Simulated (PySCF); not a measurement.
**How far are cheaper levels from CCSD(T)/CBS for PH⁻?**

PySCF; the state is a doublet (π ↑). The composite is CCSD(T) extrapolated to the basis-set limit from two correlation-consistent sets, with core-valence (CV) and scalar-relativistic (SR) terms as its label shows; it has no spin–orbit coupling and nothing beyond (T). Here it is CCSD(T)/CBS(TQ)+CV+SR. It gives Re = 1.434 Å, ωe = 2269 cm⁻¹ and De = 3.45 eV to P + H⁻.

```
      level                        basis     relativity  Re (Å)  ωe (cm⁻¹)  De (eV)
   UHF-CCSD                  aug-pcseg-1  no relativity   1.445       2275     2.83
UHF-CCSD(T)                  aug-pcseg-1  no relativity   1.447       2257     2.92
        PBE                  aug-pcseg-1  no relativity   1.462       2193     3.55
       BLYP                  aug-pcseg-1  no relativity   1.464       2151     3.45
     r²SCAN                  aug-pcseg-1  no relativity   1.447       2271     3.49
       PBE0                  aug-pcseg-1  no relativity   1.448       2280     3.51
       PBE0  aug-cc-pV(D+d)Z/aug-cc-pVDZ  no relativity   1.448       2273     3.52
    r²SCAN0                  aug-pcseg-1  no relativity   1.440       2321     3.46
      B97-3                  aug-pcseg-1  no relativity   1.448       2268     3.62
```

Problem. Give the difference of each row from the composite.

Solution. 

```json
{"level": "UHF-CCSD", "basis": "aug-pcseg-1", "ΔRe (pm)": "+1.1", "Δωe (%)": "+0.3", "ΔDe (eV)": "-0.62"}
{"level": "UHF-CCSD(T)", "basis": "aug-pcseg-1", "ΔRe (pm)": "+1.3", "Δωe (%)": "-0.5", "ΔDe (eV)": "-0.53"}
{"level": "PBE", "basis": "aug-pcseg-1", "ΔRe (pm)": "+2.8", "Δωe (%)": "-3.3", "ΔDe (eV)": "+0.10"}
{"level": "BLYP", "basis": "aug-pcseg-1", "ΔRe (pm)": "+3.0", "Δωe (%)": "-5.2", "ΔDe (eV)": "+0.00"}
{"level": "r²SCAN", "basis": "aug-pcseg-1", "ΔRe (pm)": "+1.3", "Δωe (%)": "+0.1", "ΔDe (eV)": "+0.04"}
{"level": "PBE0", "basis": "aug-pcseg-1", "ΔRe (pm)": "+1.4", "Δωe (%)": "+0.5", "ΔDe (eV)": "+0.06"}
{"level": "PBE0", "basis": "aug-cc-pV(D+d)Z/aug-cc-pVDZ", "ΔRe (pm)": "+1.4", "Δωe (%)": "+0.2", "ΔDe (eV)": "+0.07"}
{"level": "r²SCAN0", "basis": "aug-pcseg-1", "ΔRe (pm)": "+0.6", "Δωe (%)": "+2.3", "ΔDe (eV)": "+0.01"}
{"level": "B97-3", "basis": "aug-pcseg-1", "ΔRe (pm)": "+1.4", "Δωe (%)": "-0.0", "ΔDe (eV)": "+0.17"}
```

Problem. Which rows come closest in De?

Solution. BLYP in aug-pcseg-1 (+0.00 eV); r²SCAN0 in aug-pcseg-1 (+0.01 eV), counted from the composite.

Correlated steps freeze 5 core orbitals. Correlated levels converge slowly with the basis: in double zeta they bind strong bonds too weakly, by up to about 1 eV, and carry superposition errors of some tenths. For an ion De counts to the pair picked by the measured ionisation energies or electron affinities, which need not be the lowest pair at this level. The highest Kohn–Sham level is positive in some of these anions. Much of that is self-interaction error, but it also means that the finite basis helps to hold the extra electron. The state is the lowest determinant that a PBE0 search found; another state may lie lower at other levels.
